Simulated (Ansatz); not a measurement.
Geometry optimisation, UKS PBE-D4/6-31G (Ansatz 0.2.0).

The input (input.yaml):

```yaml
crystal:
  periodic: [false, false, false]
  atoms:
    - { symbol: "N", position_ang: [-0.6388, 0.3456, -0.6055] }
    - { symbol: Si, position_ang: [0.2197, 0.2214, 0.7987] }
    - { symbol: O, position_ang: [1.5074, -0.5866, 0.2115] }
    - { symbol: H, position_ang: [-0.02004, 0.01714, -1.42216] }
    - { symbol: H, position_ang: [-1.45001, -0.34607, -0.60856] }
    - { symbol: H, position_ang: [-0.5499, -0.6694, 1.6608] }
    - { symbol: H, position_ang: [1.3578, -1.1988, -0.4936] }
magnetization:
  spin_polarized: true
  initial_magnetization: 1
basis:
  gaussian: { orbitals: "6-31G" }
hamiltonian:
  xc: pbe
  dispersion: d4
relax:
  f_tol: 0.015
  max_steps: 40
```

Command:

```bash
$ ansatz run input.yaml --threads 1 --pin off --max-ram 2048MiB --backend cpu --events-out ev --progress --plain --runs-dir out
```

Where does it end, and by what steps?

The run converged. Limits of this set-up: no polarisation functions. After 16 steps the energy has fallen by 1.728 eV; H7 moved furthest, 1.01 Å.

| step | energy less start (eV) | largest force component (eV/Å) | accepted |
| --- | --- | --- | --- |
| 0 | 0.0000 | 5.253 | yes |
| 1 | -1.0473 | 2.534 | yes |
| 2 | -1.4895 | 0.771 | yes |
| 3 | -1.6178 | 0.451 | yes |
| 4 | -1.6260 | 0.364 | yes |
| 5 | -1.6406 | 0.400 | yes |
| 6 | -1.6655 | 0.226 | yes |
| 7 | -1.6747 | 0.826 | yes |
| 8 | -1.6794 | 0.980 | yes |
| 9 | -1.7000 | 0.551 | yes |
| 10 | -1.7192 | 0.194 | yes |
| 11 | -1.7244 | 0.147 | yes |
| 12 | -1.7259 | 0.191 | yes |
| 13 | -1.7272 | 0.063 | yes |
| 14 | -1.7275 | 0.049 | yes |
| 15 | -1.7279 | 0.029 | yes |
| 16 | -1.7280 | 0.010 | yes |

```xyz
7
Properties=species:S:1:pos:R:3
N -0.849 0.131 -0.761
Si 0.332 0.043 0.560
O 1.574 -1.214 0.474
H -0.640 0.518 -1.677
H -1.814 -0.175 -0.645
H -0.488 -0.409 1.756
H 2.312 -1.112 -0.167
```

Whether the end is a true minimum wasn't checked by a vibrational analysis.

Run time: 18 s on 1 thread of Intel(R) Xeon(R) 6975P-C (Granite Rapids), on a shared host, peak memory 0.15 GiB.
